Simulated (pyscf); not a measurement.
PySCF, gas phase, ωB97X-D3(BJ)/def2-SVP geometries.

Task: For the elementary gas-phase step H₂B–NH₂ (SMILES BN) + H• (SMILES [H]) → [HB–NH₂]• (SMILES [BH]N) + H₂ (SMILES [H][H]) (doublet surface; B–H broken, H–H formed), what barrier and reaction energy does ωB97M-D3(BJ)/def2-TZVP give, measured from the separated reactants?

Result: ΔE‡ = 0.47 eV, ΔE = +0.19 eV. Zero-point energy shifts the barrier by -0.01 eV. It is a hydrogen abstraction, with an imaginary mode of 681i cm⁻¹. One saddle was located; it need not be the lowest between these sides. The angle at the transferred H is 167°.
